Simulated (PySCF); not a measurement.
# H6N2Si: the cost of one run

Programs: PySCF 2.14.0, with density-fitted response routines of our own. Each step states its level of theory. These are calculated values for one molecule in the gas phase, unless marked as measured. Atoms count from 0, in the outputs and in this text.

## Step 1: The molecule as given

9 atoms, charge 0, multiplicity 1; geometry from: GFN2-xTB. The atoms were then displaced at random by about 0.01 Å, so the start is not that level's minimum.

Bonds of the start (Å): N0–Si1 1.75, Si1–N2 1.74, N0–H3 0.98, N0–H4 1.00, Si1–H5 1.46, Si1–H6 1.47, N2–H7 0.97, N2–H8 0.98.

## Step 2: Geometry optimisation at PBE0-D3(BJ)/def2-SVP

Job settings and geometry (Å):

```
{"job": {"xc": "PBE0", "basis": "def2-SVP", "d3": "d3bj", "grid": 1, "shake": 0.01, "kind": "geom"}, "charge": 0, "multiplicity": 1}
N      1.528360    -0.039850     0.236670
Si    -0.111450     0.578320     0.157400
N     -1.273250    -0.663140    -0.221260
H      1.744070    -0.746600     0.886920
H      2.008750    -0.185630    -0.633890
H     -0.475800     1.032570     1.498130
H     -0.027650     1.670510    -0.822080
H     -2.217780    -0.450630    -0.113520
H     -1.117430    -1.212690    -1.022100
```

Command:

```console
$ OMP_NUM_THREADS=1 python probes_run.py task.json out
```

One launch serves the whole session: the jobs run in the order shown.

Q: Estimate the wall time and peak memory of this first job on 1 thread of Arm Neoverse V1, shared host.

About 26 s, with a peak of 0.33 GiB.
